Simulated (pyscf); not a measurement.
One addition across a multiple bond or ene-type step on the singlet surface with elements of a group swapped. CCSD(T)/def2-TZVPP + ΔMP2(QZVPP), kcal/mol, from the separated reactants. Structures and frequencies: ωB97X-D3(BJ)/def2-SVP in PySCF. MP2 and CC: frozen core, UHF for open shells. ΔMP2 is the change of the MP2 total energy from the triple- to the quadruple-zeta basis.

| step | barrier | reaction energy | imaginary mode (i cm⁻¹) |
|---|---|---|---|
| HB=NH + HCl → H₂N–BH–Cl | 15.9 | -54.2 | 1165 |
| HB=NH + HF -> H₂N–BH–F | … | … | 493 |

**Question.** What belongs in the gaps?

**Answer.** 
- HB=NH + HF -> H₂N–BH–F, barrier: 10.4
- HB=NH + HF -> H₂N–BH–F, reaction energy: -64.6

Row 2: On the reactant side the descent ends in a complex, 5.8 kcal/mol under the separated species and 12.6 kcal/mol under the saddle at ωB97X-D3(BJ)/def2-TZVP. Each row is the saddle that its search found. The CCSD(T) − MP2 part came from Ansatz, without density fitting, on the same reference.
